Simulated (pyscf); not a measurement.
This saddle point was located with ωB97X-D3(BJ)/def2-SVP in PySCF.

```xyz
8

N     -0.1352    -0.0818     0.5302
B      0.3982     0.9079    -0.4363
Cl     1.8453     1.7744    -0.0130
Cl    -0.4269     1.1580    -1.9234
H     -0.4282    -1.0328     0.0878
H      0.3814    -0.2038     1.4030
Cl    -2.3669    -1.4848    -0.0095
H     -1.2104    -0.0210     0.6921
```

Surface: singlet, charge 0. Lowest wavenumbers (cm⁻¹): 762i, 50, 63, 225, 283.

**Question.** What reaction is this the transition state of?

**Answer.** H₂N–B(Cl)–Cl + HCl ⇌ H₂N–B(Cl)–Cl + HCl, a four-centre exchange read from left to right: H–N, Cl–H broken and H–N, Cl–H formed. At ωB97M-D3(BJ)/def2-TZVP it lies +31.0 kcal/mol from the left side and +31.0 kcal/mol from the right (each side as separated species at their lowest minima found). The same reactants have a lower exit, to Cl–B(Cl)–Cl + NH₃ (barrier +17.9 kcal/mol at ωB97M-D3(BJ)/def2-TZVP, against +31.0 kcal/mol here). This is the saddle that the search found; another between the same sides may lie lower.
